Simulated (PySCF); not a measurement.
# Working out the ionisation energy of B

B [He] 2s2 2p1 (2P) → B+ [He] 2s2 (1S). Computed with PySCF 2.14 in cc-pVTZ-DK (4s3p2d1f, 30 functions), with scalar relativity by spin-free X2C-1e. Frozen: 1s2. Energies in hartree (1 hartree = 27.21139 eV):

```json
{"part": "UHF", "B (lower)": "-24.538802", "B+ (upper)": "-24.243509"}
{"part": "CCSD correlation", "B (lower)": "-0.064714", "B+ (upper)": "-0.059751"}
{"part": "(T)", "B (lower)": "-0.001314", "B+ (upper)": "0.000000"}
```

Question: What does Hartree-Fock give?

Answer: (-24.243509) − (-24.538802) = 0.295293 hartree = 8.035 eV.

Question: What do CCSD and CCSD(T) give?

Answer: The CCSD correlation energies differ by 0.004963 hartree = 0.135 eV and the triples by 0.001314 hartree = 0.036 eV, so CCSD gives 8.170 eV and CCSD(T) 8.206 eV.

Measured between the centres of the two terms (NIST): 8.297 eV, so CCSD(T) (valence) is off by -0.091 eV.

The coupled-cluster amplitudes are large, so a single reference is strained.

What remains against the reference includes basis incompleteness, the frozen core and higher excitations.
